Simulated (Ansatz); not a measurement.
The input, for Ansatz 0.2.0:

```yaml
crystal:
  periodic: [false, false, false]
  atoms:
    - {symbol: H, position_ang: [-1.797966, 0.049803, 0.000000]}
    - {symbol: H, position_ang: [-1.052966, 0.049803, 0.000000]}
    - {symbol: O, position_ang: [0.154034, 0.049803, 0.000000]}
    - {symbol: H, position_ang: [0.405893, -0.890147, 0.000000]}
basis:
  gaussian: {orbitals: 6-31G}
magnetization: {spin_polarized: false, initial_magnetization: 1}
correlation: {method: bccd, electrons: valence}
output: {forces: true}
```

```sh
$ ansatz run in.yaml --threads 1 --pin off --events-out ev --progress --plain --max-ram 2393MiB
```

Output:

```
171 factors; integrals over basis functions are off by at most 1.0e-3 eV
mean field evaluation 1: about -2078.0284 eV, gradient 2.4e1 eV
mean field evaluation 2: about -2078.0306 eV, gradient 2.4e1 eV
mean field evaluation 4: about -2079.7100 eV, gradient 2.0e0 eV
mean field evaluation 8: about -2079.8409 eV, gradient 1.2e-1 eV
mean field evaluation 16: about -2078.9229 eV, gradient 1.9e1 eV
mean field evaluation 32: about -2078.9455 eV, gradient 7.0e-1 eV
mean field evaluation 64: about -2078.8674 eV, gradient 3.2e-4 eV
mean field evaluation 96: about -2079.8412 eV, gradient 3.8e-3 eV
mean field -2079.84123421 eV, -76.4327555901 hartree, gradient 2.5e-6 eV, S^2 0.750000; 6 other end points of the search recorded, 0 dependent functions left out
mean field evaluation 128: about -2078.9091 eV, gradient 3.1e-4 eV
determinant -2079.84123421 eV, -76.4327555901 hartree, with singles and doubles -2083.77935503 eV, -76.5774788608 hartree
determinant -2078.86735296 eV, -76.3969661142 hartree, with singles and doubles -2082.19580113 eV, -76.5192843287 hartree
1 core orbitals not correlated: weight in the atoms' cores, before any rotation towards them, 1.000 or more for the frozen orbitals, at most 0.000 for the correlated occupied ones
reference -2079.84123421 eV, -76.4327555901 hartree; 5, 4 occupied and 9, 10 virtual orbitals, 171 factors
second order -3.36240046 eV of doubles, -0.11688725 eV of singles
cycle   1  -3.93599944 eV  change    2.1e-3 eV  update   9.8e-3
cycle   2  -3.93684759 eV  change   -8.5e-4 eV  update   3.8e-3
cycle   3  -3.93365961 eV  change    3.2e-3 eV  update   2.2e-3
cycle   4  -3.93253972 eV  change    1.1e-3 eV  update   1.1e-3
cycle   5  -3.93293421 eV  change   -3.9e-4 eV  update   4.5e-4
cycle   6  -3.93304903 eV  change   -1.1e-4 eV  update   1.9e-4
cycle   7  -3.93312096 eV  change   -7.2e-5 eV  update   6.6e-5
cycle   8  -3.93312551 eV  change   -4.6e-6 eV  update   2.1e-5
cycle   9  -3.93311478 eV  change    1.1e-5 eV  update   9.3e-6
cycle  10  -3.93311223 eV  change    2.6e-6 eV  update   2.9e-6
cycle  11  -3.93311165 eV  change    5.7e-7 eV  update   9.1e-7
cycle  12  -3.93311179 eV  change   -1.3e-7 eV  update   2.7e-7
the calculation of the forces begins
Total energy: -2083.77434600 eV, -76.5772947824 hartree
Atom 0 at    -1.797966     0.049803     0.000000 Å, force    -3.445103    -0.208020     0.000000 eV/Å
Atom 1 at    -1.052966     0.049803     0.000000 Å, force     1.356919     0.235068    -0.000000 eV/Å
Atom 2 at     0.154034     0.049803     0.000000 Å, force     1.973638     0.886145    -0.000000 eV/Å
Atom 3 at     0.405893    -0.890147     0.000000 Å, force     0.114546    -0.913193     0.000000 eV/Å
Dipole moment:    -0.071472    -0.403901    -0.000000 e Å
```

Forces (eV/Å):
```
H   -3.445 -0.208  0.000
H    1.357  0.235  0.000
O    1.974  0.886  0.000
H    0.115 -0.913  0.000
```

Ran on 1 thread of AMD EPYC 9R45, shared host: 0.36 s wall, 0.08 GiB peak host memory.
